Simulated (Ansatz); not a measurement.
Silanol: the same geometry under several functionals.

```yaml
crystal:
  periodic: [false, false, false]
  atoms:
    - {symbol: O, position_ang: [0.636713, -1.030299, 0.418986]}
    - {symbol: Si, position_ang: [-0.035725, 0.346543, -0.187021]}
    - {symbol: H, position_ang: [0.069058, -1.629237, 0.904721]}
    - {symbol: H, position_ang: [-1.128311, 0.045684, -1.152772]}
    - {symbol: H, position_ang: [1.060521, 1.064945, -0.875574]}
    - {symbol: H, position_ang: [-0.602256, 1.202354, 0.891669]}
basis:
  gaussian: {orbitals: def2-TZVPP}
hamiltonian: {xc: {name: BHLYP}, dispersion: d4}
output: {orbitals: {seedname: orbitals}}
```

```sh
$ ansatz run in.yaml --threads 2 --pin off --events-out ev --progress --plain
```

Output, abridged:

```
Functional definition: BHLYP
723 factors; their error is unknown
mean field evaluation 1: about -9987.7305 eV, gradient 4.5e1 eV
mean field evaluation 2: about -9985.7702 eV, gradient 5.6e1 eV
mean field evaluation 4: about -9990.9569 eV, gradient 4.8e-1 eV
mean field evaluation 8: about -9991.0176 eV, gradient 7.9e-3 eV
mean field -9991.01758570 eV, -367.1631241197 hartree, gradient 3.1e-5 eV, S^2 0.000000; 0 other end points of the search recorded, 0 dependent functions left out
reference -9991.01772736 eV, -367.1631293254 hartree; 13, 13 occupied and 116, 116 virtual orbitals, 723 factors
Total energy: -9991.09251987 eV, -367.1658778994 hartree
```

Run time 1 s (2 threads of a server CPU on a shared host); peak host memory 0.17 GiB.

The same input with `hamiltonian: {xc: {name: B3LYP}, dispersion: d4}` and forces (abridged; 1.2 s):

```
Functional definition: B3LYP
mean field -9992.74273764 eV, -367.2265222838 hartree, gradient 1.6e-5 eV, S^2 0.000000
Total energy: -9992.84763774 eV, -367.2303772914 hartree
Atom 0 force     0.027184    -0.092818     0.045588 eV/Å
Atom 1 force    -0.076456     0.224228    -0.107141 eV/Å
Atom 2 force     0.017091    -0.061959     0.030580 eV/Å
Atom 3 force     0.066906     0.021486     0.056424 eV/Å
Atom 4 force    -0.069776    -0.042455     0.041942 eV/Å
Atom 5 force     0.035050    -0.048482    -0.067392 eV/Å
Dipole moment:    -0.231093    -0.093179     0.112435 e Å
```

The same input with `hamiltonian: {xc: lda}` (abridged; 1.1 s):

```
Functional definition: SPW92
mean field evaluation 16: about -9944.5725 eV, gradient 2.9e-5 eV
mean field -9944.57253991 eV, -365.4563001684 hartree, gradient 2.9e-5 eV, S^2 0.000000
Total energy: -9944.57257125 eV, -365.4563013201 hartree
```

The same input with `hamiltonian: {xc: {name: wB97M-V}}` and forces (abridged; 3.9 s):

```
Functional definition: wB97M-V
mean field -9990.45387818 eV, -367.1424082503 hartree, gradient 4.4e-5 eV, S^2 0.000000
Total energy: -9990.45392035 eV, -367.1424097999 hartree
Atom 0 force    -0.013291    -0.090831     0.054916 eV/Å
Atom 1 force    -0.088275     0.243774    -0.115161 eV/Å
Atom 2 force     0.038010     0.006253    -0.013445 eV/Å
Atom 3 force     0.130797     0.033805     0.116768 eV/Å
Atom 4 force    -0.135090    -0.088477     0.084789 eV/Å
Atom 5 force     0.067849    -0.104524    -0.127867 eV/Å
Dipole moment:    -0.230458    -0.097515     0.114726 e Å
```

Changing it to `hamiltonian: {xc: {name: LC-wPBE}, dispersion: d4}` (abridged; 0.95 s):

```
WARN the engine holds no damping parameters fitted to this dispersion correction and functional, so the run takes those fitted to pbe0 (hamiltonian.dispersion, under Limitations)
Functional definition: LC-wPBE
mean field -9988.40614416 eV, -367.0671554131 hartree, gradient 5.5e-5 eV, S^2 0.000000
Total energy: -9988.45914346 eV, -367.0691031014 hartree
```

Changing it to `hamiltonian: {xc: {name: B97M-V}}` (abridged; 3.5 s):

```
Functional definition: B97M-V
mean field evaluation 16: about -9989.2636 eV, gradient 7.0e-5 eV
mean field -9989.26359470 eV, -367.0986661393 hartree, gradient 7.0e-5 eV, S^2 0.000000
Total energy: -9989.26364687 eV, -367.0986680564 hartree
```

B3LYP takes the VWN-RPA correlation (the form of Gaussian; ORCA's B3LYP/G).

LC-ωPBE has ω = 0.4 bohr⁻¹; the program lends it PBE0's D4 damping.
